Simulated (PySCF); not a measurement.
**Si: electron affinity**

Si⁻ [Ne] 3s2 3p3 (4S) → Si [Ne] 3s2 3p2 (3P), as a difference of total energies. All numbers are calculated (PySCF 2.14, the spin-free X2C one-electron Hamiltonian (Gaussian nucleus), in x2c-TZVPPall with one added diffuse shell each of s, p, d type (6s6p4d1f, 51 functions)). Correlated levels: valence and next inner shell: 1s2 frozen. The calculations carry no spin-orbit coupling.

| method | electron affinity (eV) | plus first-order spin-orbit estimate | error of that sum (eV) |
| --- | --- | --- | --- |
| UHF | 0.845 | 0.828 | -0.562 |
| MP2 (valence and next inner shell) | 1.354 | 1.338 | -0.052 |
| SCS-MP2 (valence and next inner shell) | 1.179 | 1.163 | -0.227 |
| CCSD (valence and next inner shell) | 1.295 | 1.279 | -0.111 |
| CCSD(T) (valence and next inner shell) | 1.347 | 1.331 | -0.059 |

Reference: 1.390 eV (measured; photodetachment measurements, as compiled on the Wikipedia data page of electron affinities).

A first-order spin-orbit estimate (lowest level to lowest level, LS coupling) adds -0.016 eV.

Errors of the correlated levels include the incompleteness of this basis and the frozen core.
